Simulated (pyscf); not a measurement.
Single points on ωB97X-D3(BJ)/def2-SVP structures (PySCF, gas phase).

SMILES: [F][Ta]([Cl])([Cl])([Cl])[Cl]
```xyz
6

F      0.8764     0.4928    -1.4780
Ta     0.7770    -0.2587     0.2425
Cl     0.6666    -1.1819     2.3638
Cl    -1.4813    -0.4013     0.0090
Cl     2.0985    -1.9657    -0.4770
Cl     1.7123     1.6414     1.0756
```

**Question.** What is the homolytic dissociation enthalpy (298 K, ωB97M-D3(BJ)/def2-TZVP) of the F–Ta bond of `[F][Ta]([Cl])([Cl])([Cl])[Cl]`, to F• + [Cl–Ta(Cl)(Cl)–Cl]•?

**Answer.** F–Ta to F• + [Cl–Ta(Cl)(Cl)–Cl]•: 119.6 kcal/mol. The 7 functionals that were run give +117.1 (M06-2X) to +130.2 kcal/mol (PBE). The radicals are drawn with the spin at the cut bond; how far it spreads was not checked. Left out: the spin-orbit lowering of F. Open-shell species with a d-block atom are single-reference here; other states, and whether the spin sits on metal or ligand, were not checked. Elements past Kr carry the def2 core potentials, without spin-orbit coupling.
